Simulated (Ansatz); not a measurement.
A nudged elastic band was laid between two geometries of C₂H₆N₂ (10 atoms, charge 0, multiplicity 1).

All numbers below come from RKS PBE0/def2-SVP (Ansatz 0.2.0).

```json
{"movable images": "7", "climbing image": "yes", "spring": "5.0 eV/Å²", "optimiser": "quadratic models (default)", "start path": "IDPP", "force threshold": "0.05 eV/Å", "iteration limit": "60", "end points": "relaxed"}
```

First end point:

```xyz
10
Properties=species:S:1:pos:R:3
C -1.168 0.853 -0.911
N -0.088 0.837 -0.258
C 0.589 -0.433 -0.074
N 0.951 -0.704 1.288
H -1.626 -0.055 -1.356
H -1.703 1.802 -1.064
H -0.015 -1.280 -0.462
H 1.512 -0.392 -0.680
H 1.516 0.062 1.652
H 0.115 -0.740 1.869
```

Last end point:

```xyz
10
Properties=species:S:1:pos:R:3
C -1.087 0.954 -1.061
N -0.074 0.878 -0.314
C 0.436 -0.424 0.032
N 0.568 -0.511 1.467
H -1.623 0.067 -1.457
H -1.482 1.940 -1.345
H -0.227 -1.246 -0.314
H 1.393 -0.529 -0.527
H 1.196 0.223 1.793
H 0.984 -1.402 1.729
```

Question: Which bonds break or form, and what moves?

Answer: No bond is made or broken. The height of N4 over the plane of its neighbours goes from 0.39 to -0.39 Å.

Question: Give the energies along the band, and the barrier.

Answer: The run converged. The highest image is number 4 of 0 to 8, 0.248 eV above the first end and 0.099 eV above the last; the last end lies 0.149 eV above the first. A vibrational analysis at the climbing image gives one clearly imaginary mode, 520i cm⁻¹: a first-order saddle point.

```json
{"image": "0", "path coordinate (Å)": "0.00", "energy (eV)": "0.000", "height of N4 over the plane of its neighbours (Å)": "0.39"}
{"image": "1", "path coordinate (Å)": "0.20", "energy (eV)": "0.013", "height of N4 over the plane of its neighbours (Å)": "0.36"}
{"image": "2", "path coordinate (Å)": "0.39", "energy (eV)": "0.074", "height of N4 over the plane of its neighbours (Å)": "0.26"}
{"image": "3", "path coordinate (Å)": "0.59", "energy (eV)": "0.191", "height of N4 over the plane of its neighbours (Å)": "0.09"}
{"image": "4", "path coordinate (Å)": "0.78", "energy (eV)": "0.248", "height of N4 over the plane of its neighbours (Å)": "-0.10"}
{"image": "5", "path coordinate (Å)": "1.13", "energy (eV)": "0.214", "height of N4 over the plane of its neighbours (Å)": "-0.32"}
{"image": "6", "path coordinate (Å)": "1.49", "energy (eV)": "0.189", "height of N4 over the plane of its neighbours (Å)": "-0.35"}
{"image": "7", "path coordinate (Å)": "1.84", "energy (eV)": "0.161", "height of N4 over the plane of its neighbours (Å)": "-0.37"}
{"image": "8", "path coordinate (Å)": "2.19", "energy (eV)": "0.149", "height of N4 over the plane of its neighbours (Å)": "-0.39"}
```

Question: What is the geometry of the highest image?

Answer: 
```xyz
10
Properties=species:S:1:pos:R:3
C -1.128 0.890 -1.070
N -0.080 0.932 -0.371
C 0.534 -0.338 0.004
N 0.768 -0.460 1.393
H -1.606 -0.059 -1.397
H -1.621 1.823 -1.383
H -0.083 -1.188 -0.364
H 1.490 -0.383 -0.549
H 1.683 -0.285 1.774
H 0.128 -0.982 1.967
```

Question: What are the harmonic wavenumbers there?

Answer: 520i, 113, 149, 400, 511, 734, 887, 981, 1065, 1173, 1204, 1236, 1352, 1402, 1448, 1473, 1606, 1787, 2953, 2985, 3066, 3150, 3683, 3808 cm⁻¹.

Run time: 5.6 min on 1 thread of Arm Neoverse V1, on a shared host, peak memory 0.25 GiB.
